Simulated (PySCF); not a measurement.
Stepwise substitution at one centre (Si H-F). All species are isolated molecules in the gas phase. Strings in code marks are SMILES.

The numbers are results of PySCF with B3LYP-D3(BJ)/def2-TZVP, not measurements. B3LYP has the VWN-RPA correlation part, as in Gaussian. Delta-SCF ions had no search for a lower state. 

| species | HOMO–LUMO gap (eV) | vertical ionisation energy (Delta-SCF) (eV) |
|---|---|---|
| 0 of 4 H replaced by F (`[SiH4]`) | 10.52 | 12.48 |
| 1 of 4 H replaced by F (`F[SiH3]`) | ? | 12.51 |
| 2 of 4 H replaced by F (`F[SiH2]F`) | ? | 12.67 |
| 3 of 4 H replaced by F (`[SiH](F)(F)F`) | 11.75 | 14.10 |
| 4 of 4 H replaced by F | 12.50 | 15.31 |

Q: Fill in the missing entries.

A: 
- 1 of 4 H replaced by F (`F[SiH3]`), HOMO–LUMO gap (eV): 9.21
- 2 of 4 H replaced by F (`F[SiH2]F`), HOMO–LUMO gap (eV): 9.75
